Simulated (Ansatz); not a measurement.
# singlet AlNH2F+ at 6 levels

We compute a comparison of 6 runs (PBE/def2-TZVP, PBE0/def2-TZVP, r2SCAN/def2-TZVP, revPBE/def2-TZVP, CCSD/def2-TZVP, CCSD(T)/def2-TZVP) of singlet AlNH2F+. 

Program for the calculation: Ansatz 0.2.0.

43 further runs of the same task are left out: 43 set aside as unsound or not needed.

## (1) Starting point

The species is AlNH2F+ (5 atoms), meant as a singlet with charge +1. SMILES of the parent species: `[NH2][Al][F]`. The coordinates come from a PBE0-D4/def2-TZVP relaxation. This is one conformer, not always the lowest. That shape belongs to the parent species and isn't relaxed for this state.

Bond lengths: N1–Al2 1.765 Å, Al2–F3 1.658 Å, N1–H4 1.007 Å, N1–H5 1.009 Å. Angles: N1–Al2–F3 117.4°, Al2–N1–H4 124.8°, Al2–N1–H5 124.2°, H4–N1–H5 111.0°.

## (2) The energy at PBE/def2-TZVP (run 1)

input.yaml reads:

```yaml
basis:
  gaussian: {orbitals: def2-TZVP}
crystal:
  periodic: [false, false, false]
  atoms:
    - {symbol: "N", position_ang: [-0.384700, 0.499000, -0.263800]}
    - {symbol: Al, position_ang: [0.632000, -0.282800, 0.949500]}
    - {symbol: F, position_ang: [1.228700, -1.786800, 0.590000]}
    - {symbol: H, position_ang: [-0.804300, 1.408300, -0.162700]}
    - {symbol: H, position_ang: [-0.621700, 0.088600, -1.154400]}
total_charge: 1
hamiltonian: {xc: {name: PBE}}
accuracy: high
output: {orbitals: {seedname: orbitals}}
```

Started as:

```console
$ ansatz run input.yaml --threads 1 --pin off --max-ram 2610MiB --events-out events.jsonl --progress --plain --runs-dir runs
```

Standard output:

```text
Warning: RAYON_NUM_THREADS=1 ignored (pool sized by the plan → 1); use --threads N
Functional definition: PBE
  name "PBE"
  parameter kappa = 0.804
  parameter beta = 0.06672455060314922
  exchange = pbe_x(kappa = kappa, mu = beta*pi^2/3)
  correlation = pbe_c(beta = beta)
1848 factors; integrals over basis functions are off by at most 5.8e-9 eV
mean field evaluation 1: about -10793.6696 eV, gradient 1.3e2 eV
mean field evaluation 2: about -10609.0212 eV, gradient 2.8e2 eV
mean field evaluation 4: about -10818.3230 eV, gradient 5.6e1 eV
mean field evaluation 8: about -10823.8205 eV, gradient 5.2e-1 eV
mean field evaluation 16: about -10823.8137 eV, gradient 2.0e-5 eV
mean field -10823.81370333 eV, -397.7678169530 hartree, gradient 6.9e-8 eV, S^2 0.000000; 1 other end points of the search recorded, 0 dependent functions left out
reference -10823.81370687 eV, -397.7678170832 hartree; 15, 15 occupied and 96, 96 virtual orbitals, 1848 factors
Total energy: -10823.81370687 eV, -397.7678170832 hartree
```

It took 6.3 s on 1 thread of Arm Neoverse V1, shared host; peak memory 0.22 GiB.

## (3) The energy at PBE0/def2-TZVP (run 2)

input.yaml: that of step 2 with these lines changed.

```diff
@@ -1,3 +1,4 @@
 basis:
-  gaussian: {orbitals: def2-TZVP}
+  gaussian:
+    orbitals: def2-TZVP
 crystal:
@@ -11,3 +12,7 @@
 total_charge: 1
-hamiltonian: {xc: {name: PBE}}
+magnetization:
+  spin_polarized: false
+  initial_magnetization: 0
+hamiltonian:
+  xc: pbe0
 accuracy: high
```

Started as:

```console
$ ansatz run input.yaml --threads 1 --pin off --max-ram 2610MiB --events-out events.jsonl --progress --plain --runs-dir runs
```

Standard output:

```text
Warning: RAYON_NUM_THREADS=1 ignored (pool sized by the plan → 1); use --threads N
Functional definition: PBE0
  name "PBE0"
  parameter a = 0.25
[... 2 set-up lines as earlier in the session ...]
  exchange = (1 - a)*pbe_x(kappa = kappa, mu = beta*pi^2/3) + a*exact_x
[... 1 set-up line as earlier in the session ...]
1848 factors; integrals over basis functions are off by at most 5.8e-9 eV
mean field evaluation 1: about -10802.3002 eV, gradient 1.2e2 eV
mean field evaluation 2: about -10720.5825 eV, gradient 2.1e2 eV
mean field evaluation 4: about -10823.6579 eV, gradient 2.0e1 eV
mean field evaluation 8: about -10824.3271 eV, gradient 1.2e0 eV
mean field evaluation 16: about -10824.3292 eV, gradient 5.5e-5 eV
mean field -10824.32924384 eV, -397.7867627173 hartree, gradient 5.0e-8 eV, S^2 0.000000; 0 other end points of the search recorded, 0 dependent functions left out
reference -10824.32924651 eV, -397.7867628152 hartree; 15, 15 occupied and 96, 96 virtual orbitals, 1848 factors
Total energy: -10824.32924651 eV, -397.7867628152 hartree
```

Run time: 6.6 s. Hardware: 1 thread of Arm Neoverse V1, shared host; peak memory 0.28 GiB.

## (4) A single-point energy at r2SCAN/def2-TZVP (run 3)

molecule.yaml reads:

```yaml
basis:
  gaussian:
    orbitals: def2-TZVP
crystal:
  periodic: [false, false, false]
  atoms:
    - {symbol: N, position_ang: [-0.384700, 0.499000, -0.263800]}
    - {symbol: Al, position_ang: [0.632000, -0.282800, 0.949500]}
    - {symbol: F, position_ang: [1.228700, -1.786800, 0.590000]}
    - {symbol: H, position_ang: [-0.804300, 1.408300, -0.162700]}
    - {symbol: H, position_ang: [-0.621700, 0.088600, -1.154400]}
output: {orbitals: {seedname: orbitals}}
total_charge: 1
hamiltonian:
  xc: {name: r2SCAN}
accuracy: high
```

Started as:

```console
$ ansatz run molecule.yaml --threads 1 --pin off --max-ram 2610MiB --events-out events.jsonl --progress --plain --runs-dir runs
```

Standard output:

```text
Warning: RAYON_NUM_THREADS=1 ignored (pool sized by the plan → 1); use --threads N
Functional definition: r2SCAN
  name "r2SCAN"
  parameter k0 = 0.174
  parameter k1 = 0.065
  parameter a1 = 4.9479
  exchange = r2scan_x(k0 = k0, k1 = k1, a1 = a1)
  correlation = r2scan_c
1848 factors; integrals over basis functions are off by at most 5.8e-9 eV
mean field evaluation 1: about -10803.3448 eV, gradient 1.2e2 eV
mean field evaluation 2: about -10680.8529 eV, gradient 2.5e2 eV
mean field evaluation 4: about -10826.8425 eV, gradient 3.7e1 eV
mean field evaluation 8: about -10829.2010 eV, gradient 2.8e-1 eV
mean field evaluation 16: about -10829.1943 eV, gradient 1.2e-4 eV
mean field -10829.19425160 eV, -397.9655484546 hartree, gradient 3.4e-8 eV, S^2 0.000000; 0 other end points of the search recorded, 0 dependent functions left out
reference -10829.19425246 eV, -397.9655484866 hartree; 15, 15 occupied and 96, 96 virtual orbitals, 1848 factors
Total energy: -10829.19425246 eV, -397.9655484866 hartree
```

Wall time 11 s (1 thread of Arm Neoverse V1, shared host); peak memory 0.27 GiB.

Runs 4 to 5 aren't shown in full; the table further down has their settings and results.

## (5) The energy at CCSD(T)/def2-TZVP (run 6)

run.yaml reads:

```yaml
basis:
  gaussian: {orbitals: def2-TZVP}
crystal:
  periodic: [false, false, false]
  atoms:
    - symbol: N
      position_ang: [-0.384700, 0.499000, -0.263800]
    - symbol: Al
      position_ang: [0.632000, -0.282800, 0.949500]
    - symbol: F
      position_ang: [1.228700, -1.786800, 0.590000]
    - symbol: H
      position_ang: [-0.804300, 1.408300, -0.162700]
    - symbol: H
      position_ang: [-0.621700, 0.088600, -1.154400]
total_charge: 1
magnetization: {spin_polarized: false, initial_magnetization: 0}
correlation: {method: ccsd_t, frozen_orbitals: {Al: 5, F: 1, H: 0, "N": 1}}
accuracy: high
scf: {omitted_lower_state_checks: [cluster_reference, increment]}
```

Started as:

```console
$ ansatz run run.yaml --threads 1 --pin off --max-ram 2610MiB --events-out events.jsonl --progress --plain --runs-dir runs
```

Standard output:

```text
Warning: RAYON_NUM_THREADS=1 ignored (pool sized by the plan → 1); use --threads N
[... 12 lines left out ...]
7 core orbitals not correlated: weight in the atoms' cores, before any rotation towards them, 1.000 or more for the frozen orbitals, at most 0.000 for the correlated occupied ones
[... 27 lines left out ...]
Total energy: -10812.98312959 eV, -397.3698007091 hartree
Checks for a lower state left out: cluster_reference, increment
```

Run time: 27 s. Hardware: 1 thread of Arm Neoverse V1, shared host; peak memory 0.88 GiB.

## (6) All runs side by side

| run | level | frozen core orbitals | energy (Eh) | HOMO energy (eV) | LUMO energy (eV) | HOMO–LUMO gap (eV) | wall time |
| --- | --- | --- | --- | --- | --- | --- | --- |
| 1 | PBE/def2-TZVP | – | -397.767817 | -12.52 | -11.51 | 1.01 | 6.3 s |
| 2 | PBE0/def2-TZVP | – | -397.786763 | -13.88 | -10.68 | 3.20 | 6.6 s |
| 3 | r2SCAN/def2-TZVP | – | -397.965548 | -12.73 | -11.07 | 1.66 | 11 s |
| 4 | revPBE/def2-TZVP | – | -397.962223 | -12.44 | -11.37 | 1.07 | 6.3 s |
| 5 | CCSD/def2-TZVP | 7 | -397.351970 | – | – | – | 20 s |
| 6 | CCSD(T)/def2-TZVP | 7 | -397.369801 | – | – | – | 27 s |

## (7) Outcome

```
                                          quantity          value
                               run 6: total energy  -397.36980 Eh
run 6: correlation energy (7 core orbitals frozen)     -543.2 mEh
                             run 6: (T) correction     -17.83 mEh
                              run 6: T1 diagnostic          0.016
```

**Reading.** Over runs 1, 2, 3, 4 the HOMO–LUMO gap runs from 1.01 eV (PBE/def2-TZVP) to 3.20 eV (PBE0/def2-TZVP). Totals of different functionals can't be ranked against each other. All runs together took 77 s, the longest 27 s.
